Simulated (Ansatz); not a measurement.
C2H5 (SMILES [CH2]C) moved off its minimum; all values from Ansatz (a quantum-chemistry and plane-wave program), cores frozen in correlated methods. Open shells are unrestricted.
(charge 0, multiplicity 2)
```xyz
7

C      0.75266    -0.11471    -0.05035
C     -0.72966     0.18707     0.00809
H      1.40239     0.79721     0.25790
H      1.12543    -0.93873    -0.11699
H     -1.17651    -0.09057     0.94633
H     -1.05010     0.99285    -0.26634
H     -1.24801    -0.61884    -0.75071
```

Forces at r2SCAN/def2-TZVPP (eV/Å):

```
atom      Fx       Fy      Fz
----  ------  -------  ------
C1    -4.021   12.545   1.759
C2     2.909  -12.291   0.265
H3    -0.790   -1.873  -0.677
H4     4.062   -9.495  -0.775
H5    -0.152   -0.068   0.762
H6    -2.935    9.432  -2.969
H7     0.926    1.749   1.634
```

**Question.** Give the forces (eV/Å), the total energy and the dipole at CCSD(T)/cc-pVTZ.

**Answer.** 
| atom | Fx | Fy | Fz |
|---|---|---|---|
| C1 | -3.761 | 12.580 | 1.718 |
| C2 | 2.592 | -12.358 | 0.328 |
| H3 | -0.800 | -1.904 | -0.668 |
| H4 | 4.062 | -9.525 | -0.770 |
| H5 | -0.126 | -0.047 | 0.764 |
| H6 | -2.922 | 9.496 | -3.002 |
| H7 | 0.955 | 1.758 | 1.630 |
Energy -78.9297 hartree, dipole 0.32 D.
